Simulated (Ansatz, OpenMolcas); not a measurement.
**How basis sets differ on NH3 (SMILES N)**

The species is NH3 (4 atoms), meant as a singlet with charge 0. SMILES: `N`. The coordinates come from a PBE0-D4/def2-TZVP relaxation.

Each level gives the vertical ionisation energy (eV). The values are calculated.

**What was measured.** NIST CCCBDB gives the vertical ionisation energy of the gas as 10.82 eV.

| level | kind | program | value (eV) | computed − measured | CPU time (all runs) |
| --- | --- | --- | --- | --- | --- |
| PBE/STO-3G | GGA | OpenMolcas | 8.87 | -1.95 | 6.1 s |
| PBE/aug-pcseg-0 | GGA | Ansatz | 10.88 | +0.06 | 0.62 s |
| PBE/aug-pcseg-1 | GGA | Ansatz | 10.97 | +0.15 | 1.1 s |
| PBE/aug-pcseg-2 | GGA | Ansatz | 10.94 | +0.12 | 2.2 s |
| PBE/aug-pcseg-3 | GGA | Ansatz | 10.93 | +0.11 | 5.7 s |

Nearest: PBE/aug-pcseg-0 (+0.06 eV); farthest: PBE/STO-3G (-1.95 eV). Without the sets that lack polarisation functions the rows with a basis span only 10.88 to 10.97 eV. Times are those of the runs behind each value, whatever else they computed, on shared processors of several kinds: orders of magnitude only.
